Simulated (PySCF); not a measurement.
Results of PBE0 (GTH pseudopotentials, Gaussian basis; PySCF) for zinc-blende BP.

The same calculation (at the measured cell, 11.682 Å³/atom) with different numerical settings; throughout: k mesh 2×2×2:

```tsv
run	basis	gap on the mesh (eV)	total energy (eV/atom)	rough time
1	DZ	3.403	-127.2924	60 core-s
2	TZ	3.304	-127.4460	8 core-min
3	QZ	3.276	-127.4922	30 core-min
```

In the column total energy (eV/atom) the first row differs from the last by +0.1998 and the next to last by +0.0462.

The last row is no converged limit: other settings stay fixed.
